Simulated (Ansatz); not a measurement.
Reactions of `N=C(O)C=CF`.

Calculated with Ansatz (gas phase, PBE0-D4/def2-TZVP geometries, no zero-point term in ΔE). CBS: MP2 limit from def2 TZ/QZ plus the TZ coupled-cluster correction, frozen cores. This one scheme is used for every species. Double bonds are as drawn, so ΔE can hold a change between cis and trans. Each species was taken in one conformer, which may not be the lowest.

(1) Order these by ΔE at CCSD(T)/CBS, lowest first. (Best estimate.)
A. `N=C(O)C=CF` + H₂S → `F/C=C\S` + `N=CO`
B. `N=C(O)C=CF` + `C=N` → `C=NC(=N)O` + `C=CF`
C. `N=C(O)C=CF` + H₂O → `O/C=C\F` + `N=CO`
D. `N=C(O)C=CF` + H₂ → `N=CO` + `C=CF`

Largest T1 diagnostic: 0.015, for `C=NC(=N)O`.

Results:

(1) D (-34.0 kJ/mol), B (+4.6 kJ/mol), A (+29.2 kJ/mol), C (+61.0 kJ/mol).
